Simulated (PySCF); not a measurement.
Compound: C4H7O (charge -1).
Bonds: C1–C2 (double), C2–C3, C3–C4, C4–O5. Hydrogens: H6, H7 on C1; H8 on C2; H9, H10 on C3; H11, H12 on C4.

Structure optimised with GFN2-xTB, isolated species.

(1) List the bond lengths, angles and torsions at this level.

## Answers

(1) 
```csv
bond,length (bohr),order
C1=C2,2.523,double
C2–C3,2.760,single
C3–C4,3.088,single
C4–O5,2.439,single
C1–H6,2.038,single
C1–H7,2.042,single
C2–H8,2.055,single
"C3–H9, C3–H10",2.061,single
"C4–H11, C4–H12",2.156,single
```

Bonds in one row agree within 0.02 bohr and their mean is given. Orders are formal, as drawn. A selection of angles:
```csv
angle,degrees
C2–C1–H6,121.4
C2–C1–H7,122.5
H6–C1–H7,116.1
C1–C2–C3,125.6
C1–C2–H8,118.3
C3–C2–H8,115.8
C2–C3–C4,112.0
C2–C3–H9,112.1
C4–C3–H9,105.8
H9–C3–H10,109.4
C3–C4–O5,113.5
C3–C4–H11,103.3
O5–C4–H11,115.4
H11–C4–H12,104.6
```

Torsions: C1–C2–C3–C4 -97° (anticlinal); C2–C3–C4–O5 180° (antiperiplanar). The mirror-image conformer, all signs reversed, is as good.

C1 (terminal =CH2 carbon) is planar (angles 122.5°, 121.4° and 116.1°, sum 360.0°, 0.00 Å off the plane of its three neighbours). The 3 C–C bonds span 1.335 Å (C1=C2, drawn double) to 1.634 Å (C3–C4, drawn single), a spread of 0.299 Å. Of the pairs four or more bonds apart, H6···H9 is among the closest relative to their van der Waals radii: 2.52 Å, 105 % of the sum of Bondi's values. C2 (alkene CH carbon) is planar (angles 125.6°, 118.3° and 115.8°, sum 359.7°, 0.04 Å off the plane of its three neighbours).

Point group: C1 (no symmetry element, even within 0.4 Å). Stationary, but not proved a minimum.

The numbers are calculated, not measured.
